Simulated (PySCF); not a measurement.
Pyrrole, C4H5N, SMILES c1cc[nH]c1, point group C2v.

Force field and properties: B3LYP/pcSseg-1 (PySCF, grid level 2). Vibrational terms come from second-order perturbation theory with semi-diagonal cubic constants, by steps of ±0.6 along the normal coordinates of each isotopologue. The parent has the commonest isotopes.

Equilibrium geometry (Å):

| atom | x | y | z |
| --- | --- | --- | --- |
| C1 | -0.0183 | 1.1971 | -0.0259 |
| C2 | -1.1462 | 0.3291 | 0.0089 |
| C3 | -0.6718 | -0.9631 | 0.0183 |
| N4 | 0.7000 | -0.9032 | -0.0096 |
| C5 | 1.1093 | 0.4075 | -0.0367 |
| H6 | -0.0323 | 2.2790 | -0.0413 |
| H7 | -2.1884 | 0.6198 | 0.0252 |
| H8 | -1.1904 | -1.9111 | 0.0423 |
| H9 | 1.3150 | -1.7024 | -0.0102 |
| H10 | 2.1586 | 0.6659 | -0.0611 |

**Question.** Give the equilibrium and ground-state rotational constants (MHz) of parent; ²H at 6.

**Answer.** 
```tsv
species	Ae	Be	Ce	A0	B0	C0	Δ0 (u Å²)	harmonic ZPE (cm⁻¹)
parent	9152.1	9024.8	4544	9078.5	8955.7	4507.2	0.028	18045
²H at 6	9111.1	8288.5	4340.2	9038.6	8226.8	4305.8	0.028	17347
```

Δ0 = Ic − Ia − Ib from the ground-state constants.

**Question.** How is the parent's vibrational correction B0 − Be made up?

**Answer.** 
```csv
axis,harmonic,Coriolis,cubic,total (MHz)
a,11.9,-7.42,-78.1,-73.6
b,11.4,-8.1,-72.4,-69.1
c,1.72,-0.905,-37.6,-36.8
```

**Question.** And its quartic centrifugal distortion constants from the harmonic force field?

**Answer.** Asymmetric top, A reduction, IIIr representation: ΔJ = 2.82 kHz, ΔJK = -4.27 kHz, ΔK = 1.75 kHz, δJ = 0.0616 kHz, δK = 6.45 kHz.

**Question.** Which nuclear quadrupole couplings χaa, χbb, χcc (MHz) does the parent show, at equilibrium and averaged?

**Answer.** 14N at 4: 1.8, 1.4, -3.2 and 1.7, 1.4, -3.2.
